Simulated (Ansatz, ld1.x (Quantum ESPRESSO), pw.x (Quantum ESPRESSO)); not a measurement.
hafnium: one change to the TM potential, in the atom and in the diamond crystal

| Quantity | Value |
| --- | --- |
| Element | hafnium (Hf) |
| Generator | ld1.x (Quantum ESPRESSO) 7.5 |
| Type | norm-conserving Troullier–Martins (Kleinman–Bylander form) |
| Functional | LDA (PW92) |
| Relativity | scalar-relativistic |
| Frozen core | [Xe] 4f14 |
| Valence charge | 4 |
| Reference configuration | 5d3 6s1 6p0 |
| Partial waves | 6p (bound, empty): rc 3.95 bohr; 5d (bound): rc 2.65 bohr; 6s (bound): rc 3.15 bohr |
| Local potential | the s channel |
| Core correction | Bessel-smoothed model core inside 1.90 bohr |

Change: wave 6s (bound): rc 3.15 bohr becomes 6s (bound): rc 2.62 bohr.

Cutoffs, loose and tight: the cutoffs (Ry, on a coarse ladder) from which the occupation-weighted sum of valence levels, in a spherical-Bessel basis at the reference potential, stays within 10 and 1 mRy of its value at 400 Ry. They do not see the model core or the augmentation charge, which bear on the density cutoff. Test errors are all-electron minus pseudo excitation energies from the reference, over the configurations 5d2 6s2 6p0; 5d2 6s1 6p0; 5d2 6s0 6p0; 5d2 6s0 6p1; 5d1 6s2 6p0; 5d2.5 6s1.5 6p0; 5d2 6s1 6p1 (two spin-polarised tests are not counted in the largest error); variants that change the core or the reference have their own tests.

Crystal test: diamond Hf in pw.x 7.5, no spin, 8³ k-points, Fermi–Dirac smearing 0.01 Ry, cutoffs set for each file from its atomic test. The reference is all-electron LAPW (Ansatz 0.2.0) with the same functional, mesh and smearing; V0 and B0 come from Birch–Murnaghan fits to the pressures at five volumes. Errors are pseudo minus all-electron; Δ is the rms difference of the E(V) curves that follow from these fits, minima aligned, over ±6 % about the mean V0. Mesh and smearing are coarse, so the numbers serve the comparison and aren't converged zero-temperature values; the lattice is a test structure that the element need not adopt.

All-electron: a0 = 6.237 Å (V0 = 30.33 Å³/atom), B0 = 31.2 GPa.

Problem. Does the change bring the crystal closer to the all-electron result?

Solution. The mean pressure error goes from -0.41 to -0.20 GPa, so the change moves the solid closer to the all-electron pressures.

| quantity | base | changed |
| --- | --- | --- |
| outcome (atom) | generated | generated |
| cutoff, loose (atom) | 21 Ry | 21 Ry |
| cutoff, tight (atom) | 25 Ry | 25 Ry |
| bound ghosts (atom) | none | none |
| largest test error (meV) (atom) | -168 | -189 |
| cutoffs in pw.x (Ry) | 50/200 | 50/200 |
| a0 (Å) | 6.210 | 6.225 |
| a0 error (%) | -0.43 | -0.20 |
| B0 error (%) | -5.6 | -4.1 |
| Δ (meV/atom) | 2.7 | 1.3 |
| mean pressure error (GPa) | -0.41 | -0.20 |

Base: The largest radius (3.95 bohr) exceeds half the bond length (2.55 bohr), so the spheres overlap, which is one possible source of error among others. Changed file: The largest radius (3.95 bohr) exceeds half the bond length (2.55 bohr), so the spheres overlap, which is one possible source of error among others. The atomic cutoffs weigh occupied waves only.
